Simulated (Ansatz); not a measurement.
Cost against result

The pair of HF (SMILES F, atoms 1–2) and SiH$_{4}$ (SMILES [SiH4], atoms 3–7), both closed shells, in one local arrangement (a lower one may exist), relaxed at PBE0-D4/def2-TZVP:

```
7
angstrom
F -0.3819 -0.1889 -2.5980
H -0.4401 0.3031 -1.8165
Si 0.1726 -0.0385 0.8938
H 0.1281 0.6644 2.1981
H -0.6667 -1.2589 0.9297
H 1.5688 -0.3738 0.5290
H -0.3808 0.8926 -0.1360
```

Interaction energies are counterpoise-corrected; the time is that of the whole pair.

Computed with Ansatz 0.2.0 (basis: as named in each row); correlated methods freeze the cores. B3LYP uses VWN-RPA correlation. Extrapolation: Hartree–Fock as exp(−7.88 √X), correlation as X^−2.97.

Times are rough, for one single point on 2 threads of a shared host (Arm Neoverse N1).

The estimate by CCSD(T) at an estimated basis limit (MP2 extrapolated from triple and quadruple zeta, plus CCSD(T) − MP2 in triple zeta) is -0.057 eV.

```json
{"method": "HF", "basis": "STO-3G", "time (s)": "under 1", "interaction energy (eV)": "0.118", "method less estimate": "0.175"}
{"method": "PBE-D4", "basis": "STO-3G", "time (s)": "under 1", "interaction energy (eV)": "0.024", "method less estimate": "0.082"}
{"method": "SPW92", "basis": "def2-SVP", "time (s)": "under 1", "interaction energy (eV)": "-0.124", "method less estimate": "-0.067"}
{"method": "B3LYP-D4", "basis": "6-31G", "time (s)": "under 1", "interaction energy (eV)": "-0.042", "method less estimate": "0.015"}
{"method": "PBE-D4", "basis": "def2-SVP", "time (s)": "under 1", "interaction energy (eV)": "-0.068", "method less estimate": "-0.011"}
{"method": "PBE0-D4", "basis": "def2-SVP", "time (s)": "under 1", "interaction energy (eV)": "-0.050", "method less estimate": "0.007"}
{"method": "CCSD(T)", "basis": "def2-SVP", "time (s)": "under 1", "interaction energy (eV)": "0.009", "method less estimate": "0.066"}
{"method": "revPBE-D4", "basis": "def2-TZVPPD", "time (s)": "2", "interaction energy (eV)": "-0.056", "method less estimate": "0.001"}
{"method": "BLYP-D4", "basis": "def2-TZVPPD", "time (s)": "3", "interaction energy (eV)": "-0.068", "method less estimate": "-0.011"}
{"method": "PBE-D4", "basis": "def2-TZVPPD", "time (s)": "3", "interaction energy (eV)": "-0.090", "method less estimate": "-0.033"}
{"method": "PBE0-D4", "basis": "def2-TZVPPD", "time (s)": "3", "interaction energy (eV)": "-0.076", "method less estimate": "-0.019"}
{"method": "HSE06-D4", "basis": "def2-TZVPPD", "time (s)": "4", "interaction energy (eV)": "-0.076", "method less estimate": "-0.019"}
{"method": "wB97M-V", "basis": "def2-SVP", "time (s)": "4", "interaction energy (eV)": "-0.037", "method less estimate": "0.020"}
{"method": "B3LYP-D4", "basis": "def2-TZVPPD", "time (s)": "4", "interaction energy (eV)": "-0.070", "method less estimate": "-0.013"}
{"method": "r2SCAN-D4", "basis": "def2-TZVPPD", "time (s)": "5", "interaction energy (eV)": "-0.077", "method less estimate": "-0.020"}
{"method": "B2PLYP", "basis": "def2-TZVPPD", "time (s)": "6", "interaction energy (eV)": "-0.048", "method less estimate": "0.009"}
{"method": "wB97X-V", "basis": "def2-TZVPPD", "time (s)": "10", "interaction energy (eV)": "-0.064", "method less estimate": "-0.007"}
{"method": "B97M-V", "basis": "def2-TZVPPD", "time (s)": "10", "interaction energy (eV)": "-0.072", "method less estimate": "-0.015"}
{"method": "wB97M-V", "basis": "def2-TZVPPD", "time (s)": "11", "interaction energy (eV)": "-0.063", "method less estimate": "-0.006"}
{"method": "MP2", "basis": "def2-QZVPPD", "time (s)": "13", "interaction energy (eV)": "-0.052", "method less estimate": "0.006"}
{"method": "CCSD(T)", "basis": "def2-TZVPPD", "time (s)": "40", "interaction energy (eV)": "-0.049", "method less estimate": "0.009"}
```

The T1 diagnostic stays at or below 0.011.
